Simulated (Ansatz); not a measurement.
Born–Oppenheimer molecular dynamics of FH$_{3}$OSi (6 atoms, charge 0, multiplicity 1). It goes on from the last frame of an earlier run, with new velocities.

Computed with RKS PBE/def2-SVP (Ansatz).

```yaml
ensemble: NVT, Langevin thermostat
time_step: 1 fs
steps_asked: 100
set_temperature: 1500 K
friction: 0.001 /fs
temperature_schedule: 25 steps to 1500 K, then 75 steps to 4500 K
seed: 123633
```

Frames 2 fs apart, positions in Å, forces in eV/Å.

Velocities at 20.0 fs (Å/ps):

```
Si 7.39 4.42 7.26
H -40.44 -34.02 22.00
F -6.03 -2.65 -2.45
H -26.22 -9.29 20.37
O 3.30 1.59 -11.38
H -14.92 -13.93 -41.46
```

```xyz
6
Properties=species:S:1:pos:R:3:forces:R:3 time_fs=20.0 energy_less_start_eV=0.166 T=898
Si -0.086 0.058 0.190 1.14 -1.10 -1.44
H 0.272 -0.416 1.583 -0.53 0.60 0.09
F 1.401 -0.233 -0.529 -0.45 0.67 0.29
H -0.542 1.525 -0.155 0.11 -1.22 0.51
O -1.011 -1.120 -0.619 0.44 -0.13 0.19
H -0.447 -1.926 -0.830 -0.72 1.18 0.36
6
Properties=species:S:1:pos:R:3:forces:R:3 time_fs=22.0 energy_less_start_eV=0.159 T=882
Si -0.071 0.066 0.203 0.23 -2.31 -1.24
H 0.184 -0.471 1.628 -0.32 0.82 -0.39
F 1.390 -0.237 -0.534 -0.08 0.79 0.38
H -0.594 1.487 -0.105 0.23 -0.83 0.40
O -1.004 -1.118 -0.642 0.37 0.49 0.41
H -0.485 -1.929 -0.904 -0.42 1.04 0.44
6
Properties=species:S:1:pos:R:3:forces:R:3 time_fs=24.0 energy_less_start_eV=0.202 T=879
Si -0.056 0.070 0.216 -0.62 -3.53 -1.08
H 0.078 -0.490 1.663 -0.01 0.88 -0.64
F 1.378 -0.241 -0.538 0.32 0.86 0.44
H -0.638 1.421 -0.044 0.14 -0.01 0.17
O -0.996 -1.114 -0.663 -0.64 2.61 1.28
H -0.540 -1.892 -0.964 0.80 -0.81 -0.18
6
Properties=species:S:1:pos:R:3:forces:R:3 time_fs=26.0 energy_less_start_eV=0.301 T=695
Si -0.044 0.069 0.228 -1.29 -4.39 -1.12
H -0.029 -0.479 1.677 0.34 0.74 -0.56
F 1.368 -0.242 -0.541 0.73 0.89 0.47
H -0.677 1.355 0.016 -0.04 0.86 -0.06
O -0.989 -1.105 -0.682 -0.60 2.76 1.49
H -0.575 -1.883 -1.030 0.86 -0.86 -0.23
6
Properties=species:S:1:pos:R:3:forces:R:3 time_fs=28.0 energy_less_start_eV=0.379 T=607
Si -0.033 0.062 0.237 -2.06 -4.14 -1.42
H -0.121 -0.437 1.671 0.62 0.42 -0.17
F 1.359 -0.240 -0.544 1.16 0.86 0.44
H -0.716 1.326 0.074 0.03 1.03 -0.19
O -0.984 -1.089 -0.698 0.36 0.66 0.58
H -0.581 -1.906 -1.103 -0.12 1.18 0.75
6
Properties=species:S:1:pos:R:3:forces:R:3 time_fs=30.0 energy_less_start_eV=0.433 T=601
Si -0.024 0.049 0.246 -3.07 -2.80 -1.86
H -0.189 -0.371 1.657 0.78 -0.03 0.44
F 1.350 -0.237 -0.543 1.65 0.78 0.34
H -0.755 1.337 0.127 0.46 0.43 -0.26
O -0.975 -1.072 -0.712 0.36 0.32 0.48
H -0.583 -1.884 -1.148 -0.17 1.31 0.87
6
Properties=species:S:1:pos:R:3:forces:R:3 time_fs=32.0 energy_less_start_eV=0.476 T=541
Si -0.017 0.032 0.252 -3.83 -1.33 -2.02
H -0.228 -0.310 1.659 0.83 -0.37 0.78
F 1.345 -0.234 -0.541 2.01 0.66 0.25
H -0.776 1.371 0.168 0.88 -0.29 -0.33
O -0.965 -1.054 -0.724 -0.60 1.96 1.55
H -0.587 -1.812 -1.159 0.71 -0.63 -0.22
6
Properties=species:S:1:pos:R:3:forces:R:3 time_fs=34.0 energy_less_start_eV=0.473 T=550
Si -0.017 0.012 0.257 -3.87 -0.27 -1.45
H -0.238 -0.264 1.695 0.86 -0.51 0.43
F 1.346 -0.228 -0.539 2.12 0.55 0.24
H -0.761 1.397 0.196 1.00 -0.66 -0.39
O -0.955 -1.032 -0.732 -1.03 2.00 1.75
H -0.561 -1.758 -1.184 0.92 -1.11 -0.58
6
Properties=species:S:1:pos:R:3:forces:R:3 time_fs=36.0 energy_less_start_eV=0.362 T=692
Si -0.023 -0.007 0.260 -3.13 0.37 -0.55
H -0.213 -0.234 1.745 0.82 -0.57 -0.17
F 1.349 -0.222 -0.534 2.04 0.45 0.28
H -0.703 1.393 0.208 0.78 -0.57 -0.40
O -0.949 -1.007 -0.736 -0.32 -0.40 0.24
H -0.505 -1.741 -1.228 -0.20 0.73 0.60
6
Properties=species:S:1:pos:R:3:forces:R:3 time_fs=38.0 energy_less_start_eV=0.292 T=771
Si -0.033 -0.026 0.262 -1.74 0.62 0.27
H -0.154 -0.226 1.789 0.65 -0.61 -0.67
F 1.354 -0.214 -0.530 1.75 0.33 0.37
H -0.615 1.367 0.205 0.32 -0.05 -0.37
O -0.944 -0.984 -0.739 -0.16 -1.72 -0.72
H -0.449 -1.708 -1.255 -0.83 1.43 1.12
6
Properties=species:S:1:pos:R:3:forces:R:3 time_fs=40.0 energy_less_start_eV=0.201 T=890
Si -0.046 -0.043 0.266 -0.09 0.82 0.75
H -0.068 -0.235 1.808 0.37 -0.63 -0.86
F 1.364 -0.204 -0.525 1.27 0.18 0.51
H -0.525 1.343 0.191 -0.15 0.57 -0.27
O -0.938 -0.964 -0.745 -1.25 -1.07 -0.29
H -0.416 -1.623 -1.243 -0.15 0.14 0.17
6
Properties=species:S:1:pos:R:3:forces:R:3 time_fs=42.0 energy_less_start_eV=0.249 T=850
Si -0.059 -0.058 0.270 1.30 1.33 0.86
H 0.034 -0.269 1.792 0.04 -0.62 -0.69
F 1.374 -0.192 -0.518 0.80 0.01 0.57
H -0.445 1.341 0.167 -0.43 0.77 -0.11
O -0.935 -0.946 -0.751 -2.98 0.16 0.70
H -0.388 -1.532 -1.224 1.26 -1.66 -1.34
```

Of the whole run (100 fs, mean temperature of the second half 1021 K): The schedule's set-point averaged 3500 K over the second half and the system 1021 K, so it lags behind the ramp. A run of 0.1 ps of so small a system gives no equilibrium averages.

The run took 110 s on 1 thread of Arm Neoverse V2, with other jobs on the host, peak memory 0.094 GiB.
